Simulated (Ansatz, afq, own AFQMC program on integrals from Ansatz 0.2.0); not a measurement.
Integrals from Ansatz 0.2.0, then the random walk in our own AFQMC program (afq).

```yaml
crystal:
  periodic: [false, false, false]
  atoms:
    - {symbol: Al, position_ang: [0.000000, 0.000000, 0.110806]}
    - {symbol: C, position_ang: [0.000000, 0.000000, -1.812723]}
    - {symbol: H, position_ang: [0.000000, 0.000000, 1.701917]}
basis:
  gaussian: {orbitals: 6-31G}
magnetization: {spin_polarized: false}
correlation: {method: ccsd_t, electrons: outside_noble_gas, hamiltonian_folder: ham}
```

```sh
$ ansatz run in.yaml --threads 1 --pin off --events-out ev --progress --plain --max-ram 15360MiB --backend cuda --devices 0, --max-vram 18GiB
```

afq runs on the folder ham with

```
--method phaseless --trial hf --walkers 4000 --populations 20 --least-time 40 --time-step 0.005 --steps-per-block 20 --equilibration-blocks 112 --max-blocks 4000 --target-error 0.0008500 --factor-cut 1e-05 --seed 4629 --taylor-order 6
```

Times are imaginary, in 1/Eh. The walk had a cap of 49 s. With eight or more populations the least sampling time is a fifth of least-time, and the error comes from their spread.

```
orbitals 18  electrons 4 4  factors 103 of 297
reference energy -280.06288847 Eh
CCSD correlation -0.14020584 Eh in 17 cycles, weight of the determinant in the CISD state 0.8507
energy of the start -280.062888 Eh
 block  time / (1/Eh)  mean weight  energy / Eh
     1     0.100  1.0005  -280.079988
     2     0.200  1.0005  -280.095391
     3     0.300  1.0007  -280.108258
     4     0.400  1.0006  -280.118382
     5     0.500  1.0006  -280.126897
     7     0.700  1.0005  -280.141740
     9     0.900  1.0005  -280.153439
    19     1.900  1.0002  -280.186281
    37     3.700  1.0000  -280.198995
    55     5.500  0.9999  -280.219850
    73     7.300  0.9998  -280.206215
    91     9.100  1.0001  -280.208185
   100    10.000  1.0004  -280.225650
   109    10.900  0.9999  -280.212223
   127    12.700  0.9999  -280.207763
   145    14.500  0.9998  -280.207907
   163    16.300  1.0001  -280.205829
   181    18.100  0.9999  -280.205623
   199    19.900  1.0000  -280.209507
   217    21.700  1.0002  -280.211173
   235    23.500  1.0000  -280.211661
   253    25.300  1.0003  -280.217478
   271    27.100  0.9998  -280.206609
   289    28.900  0.9998  -280.203576
   307    30.700  0.9999  -280.211527
   325    32.500  1.0000  -280.210666
   343    34.300  1.0000  -280.209021
   361    36.100  0.9998  -280.212644
   379    37.900  1.0001  -280.209644
error from the spread of 20 populations
energy -280.209697 +/- 0.000841 Eh
(rows thinned)
```

(1) Estimate how long the walk took on 1 × NVIDIA H100 80GB HBM3 with 2 threads of AMD EPYC 7R13 Processor (Zen 3), with other jobs on the host (the card was shared).

The run passed its tests (sampling time, drift between the halves within three errors, error under three times the target), which doesn't prove that it has relaxed. The second half of the sampling lies below the first by 2.4 errors of their difference, so the energy may still be moving and its error bar be too small.

Against this walk (error 22.9 meV) on the same determinant: CCSD(T) 4.5 meV higher (within the noise), CCSDT(Q) 81.6 meV lower, CCSDTQ 110.3 meV lower, full CI 116.1 meV lower, a separate phaseless walk with a CISD trial and standard settings 12.6 ± 23.3 meV lower (within the noise). The error is statistical and leaves out the bias of the constraint. Full CI is exact here, so the walk's 116 meV above it is the walk's own error: the bias of the constraint with this trial, or a walk that hasn't relaxed. The determinant is a poor start (see the cautions), so the low cluster orders aren't to be relied on, and full CI is the sure value.

Cautions: constraint bias not in the error; higher spins were not checked; restricted determinant unstable towards unrestricted (UHF 945 meV lower, ⟨S²⟩ 1.00); strong correlation (T1 0.031, weight of the determinant 0.85, largest double 0.18); the CCSDTQ amplitudes may be one of several solutions (largest double 0.74); the determinant fills πx and πy unequally, so it mixes two states of the linear molecule, and each level undoes that mixture to a different degree, while full CI gives the lower state, and by Hund's rule a triplet of that filling probably lies lower still; CCSDTQ on the UHF determinant differs (783 meV lower), perhaps since the unrestricted series falls towards higher spin.

Results:

(1) 17 s of wall time.

CCSDT and higher add their correlation energy to the determinant of the CCSD(T) run, since their own runs factorise the integrals more tightly (a shift of under 2 meV).
